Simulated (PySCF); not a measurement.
# Which determinant of HCl lies lowest?

Unrestricted PBE0; basis H x2c-TZVPPall, Cl x2c-TZVPPall; spin-free X2C with a Gaussian nucleus; PySCF 2.14. Outer shells of the fragments: H 1s1; Cl 3s2 3p5.

Followed along the bond (rough minima from three points):

```csv
2Ms+1,unpaired,⟨S²⟩ at the start,R at minimum (Å),Te (eV)
1,none,0.00,1.28,0.00
3,"σ ↑, π ↑",2.00,none in the scan,≤ 6.45
```

Solutions found at the starting distance of 1.290 Å, counted from the lowest of them; the search is not exhaustive and high or unbound solutions are not listed, so other states can lie among these:

```json
{"2Ms+1": "1", "unpaired": "none", "term": "¹Σ⁺", "E (eV)": "0.00", "⟨S²⟩": "0.00", "⟨Lz²⟩": "0.00", "μ (D)": "-1.20"}
{"2Ms+1": "3", "unpaired": "σ ↑, π ↑", "term": "³Π", "E (eV)": "7.16", "⟨S²⟩": "2.00", "⟨Lz²⟩": "1.01", "μ (D)": "1.72"}
{"2Ms+1": "3", "unpaired": "σ ↑↑", "term": "³Σ⁺", "E (eV)": "9.98", "⟨S²⟩": "2.00", "⟨Lz²⟩": "0.00", "μ (D)": "1.03"}
```

A term symbol is given only where ⟨S²⟩ and ⟨Lz²⟩ are close to those of a pure state; real π, δ and φ orbitals otherwise mix terms. A positive dipole means H(−)Cl(+).

Counting both spins, an empty level lies below a filled one in some of these solutions, because spin and occupation are held.
